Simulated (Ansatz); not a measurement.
# BH2S+ (triplet): the correlation ladder, def2-TZVPP

One table from this session's results is given with a row withheld; the runs are named, their logs left out.

Method: def2-TZVPP, core rule «outside noble gas», up to 6 orbitals frozen; program: Ansatz 0.2.0, Gaussian basis.

The runs, in order: UHF; ROHF; CCSD(T) on UHF.

**What is computed**

The geometry is a PBE0/def2-TZVP stationary point (not a proven minimum) of the parent state, kept for this charge and spin.

4 atoms, charge 1, spin multiplicity 3.

Atoms are counted from 1 here; the program's logs count them from 0.

Bond lengths: B1–S2 1.876 Å, B1–H3 1.201 Å, B1–H4 1.201 Å. Angles: S2–B1–H3 115.7°, S2–B1–H4 115.7°, H3–B1–H4 128.7°.

Set-up of the first run:

in.yaml reads:

```yaml
crystal:
  periodic: [false, false, false]
  atoms:
    - {symbol: B, position_ang: [0.000000, 0.000000, 1.316372]}
    - {symbol: S, position_ang: [0.000000, 0.000000, -0.559290]}
    - {symbol: H, position_ang: [0.000000, 1.082487, 1.836590]}
    - {symbol: H, position_ang: [0.000000, -1.082487, 1.836590]}
basis:
  gaussian: {orbitals: def2-TZVPP}
total_charge: 1
magnetization: {spin_polarized: true, initial_magnetization: 2}
hamiltonian: {xc: hf}
output: {orbitals: {seedname: orbitals}}
```

The run is started by

```console
$ ansatz run in.yaml --threads 1 --pin off --events-out ev --progress --plain --max-ram 4096MiB --backend cpu
```

Steps of the session up to this table: UHF; ROHF; CCSD(T) on UHF.

One of the session's tables, all rows but one given; the rest of the session is left out.

It belongs to the step «Misses and costs». 

```
  method  from UCCSD(T) (kJ/mol)
    ROHF                  +677.4
     UHF                  +657.6
    UMP2                  +123.3
   UCCSD                       ?
UCCSD(T)                       0
```

Q: Estimate the row for UCCSD from the others.

**Answer.** from UCCSD(T) (kJ/mol): +22.0. In the column «from UCCSD(T) (kJ/mol)» it lies between UCCSD(T) (0) and UMP2 (+123.3).
